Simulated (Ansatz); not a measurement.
Isolated molecules relaxed with PBE0-D4/def2-TZVP in Ansatz; ΔE leaves out vibrations. CCSD(T)/CBS adds triple-zeta CCSD(T) − MP2 to the extrapolated MP2 energy (def2 sets, frozen cores). This one scheme is used for every species, atoms too. Functionals use def2-TZVPP. Open shells (•) are unrestricted, without spin–orbit coupling. Spin–orbit coupling would lower the free atoms: a little for B, C.

`BC=C` → B• + 2 C• + 5 H•  (atomization)

`BC=C`:

```xyz
8

B     0.041   -0.884    0.931
C     0.500   -0.006   -0.241
C    -0.335    0.887   -0.789
H    -1.076   -0.754    1.345
H     0.764   -1.690    1.441
H     1.504   -0.083   -0.655
H    -1.347    1.002   -0.412
H    -0.052    1.528   -1.620
```

```
        level  ΔE (kJ/mol)
       PBE-D4       3148.1
    revPBE-D4       3084.3
         PBE0       3103.5
      r2SCAN0       3072.7
  HF/def2-SVP       2435.6
 MP2/def2-SVP       2995.8
CCSD/def2-SVP       2947.1
 HF/CBS(def2)       2401.8
```

Problem. What does CCSD(T)/CBS give? (Best estimate.)

Solution. The calculation gave: +3081.6 kJ/mol. The listed levels differ from it by 66.5, 2.7, 21.9, -8.9, -646.0, -85.8, -134.5, -679.8 kJ/mol.

Largest T1 diagnostic among the species: 0.014.

From PBE to PBE0 (25 % exact exchange), in def2-TZVPP and without D4, ΔE moves by −34.9 kJ/mol: exact exchange takes away binding that semilocal exchange gives to molecules. At CCSD(T), def2-SVP lies −107.6 kJ/mol from the extrapolated value and def2-TZVPP −61.0 kJ/mol: correlation converges slowly with the basis, and small sets miss more of it in the bonded molecule than in its fragments.

For atomizations the MP2-based limit and the directly extrapolated one differ by several kJ/mol either way, and by 10 to 25 for some Ge, Se and Sn compounds, so smaller differences from it don't rank the levels.
